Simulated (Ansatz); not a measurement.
## Ansatz (development build ahead of 0.2.0) run

```yaml
crystal:
  periodic: [false, false, false]
  atoms:
    - { symbol: "N", position_ang: [0.0, 0.0, 0.0] }
    - { symbol: "N", position_ang: [0.0, 0.0, 2.982] }
    - { symbol: H, position_ang: [0.9401, 0.0, -0.4207] }
    - { symbol: H, position_ang: [0.9401, 0.0, 3.4027] }
    - { symbol: H, position_ang: [-0.6043, 0.7202, 3.4027] }
basis:
  gaussian: { orbitals: pcseg-2 }
total_charge: -1
magnetization:
  initial_magnetization: 2
hamiltonian:
  xc: { name: B3LYP }
```

The input is written out in the form of the current development build from the run's settings.

Results

```yaml
Converged: yes
Total_energy: -111.18093 hartree
Spin_squared_of_the_determinant: 2.000
Stability_test: minimum among restricted orbitals
```

Caution: stretched shape with no unrestricted run beside it, a lower state can exist; no diffuse functions for an anion; charge can spread falsely over distant fragments; other spin multiplicities may lie lower.
